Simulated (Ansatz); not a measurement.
Results of revPBE (plane waves, PAW; Ansatz, an electronic-structure program) for CsCl-type TlBr.

Settings: plane-wave cutoff 520 eV, 8×8×8 k mesh, Fermi–Dirac smearing 0.01 eV, scalar-relativistic PAW data made under PBE.

A third-order Birch–Murnaghan fit to the energies gives V0 = 35.973 Å³/atom, B0 = 14.4 GPa, B′ = 5.2.

```csv
V (Å³/atom),P (GPa)
33.813,___
34.532,___
35.252,0.307
35.971,0.001
36.691,-0.269
37.410,___
38.130,___
```

Problem. Estimate the withheld pressures from this fit; the answers are the runs' own values.

Solution. 
- 33.813, P (GPa): 1.045
- 34.532, P (GPa): 0.653
- 37.410, P (GPa): -0.508
- 38.130, P (GPa): -0.718

The formula P = (3/2) B0 (x^(7/3) − x^(5/3)) [1 + (3/4)(B′ − 4)(x^(2/3) − 1)] with x = V0/V meets the computed pressures within 0.01 GPa when these rounded values are put in.

Measured, for comparison: equilibrium volume per atom 31.62 Å³/atom (temperature not stated, not corrected to a static lattice; as tabulated in Du and Singh (2010), arXiv:1001.5458). Computed (rounded) less measured: equilibrium volume per atom +13.8 %.

Note: the cell is over a tenth larger than the published one: the level's own overestimate first of all, though another phase or state, or a fault of the published cell, is possible.

Spin–orbit coupling is not included; it can shift volumes and moduli of such heavy elements.

The computed numbers hold no vibrational or temperature effects.
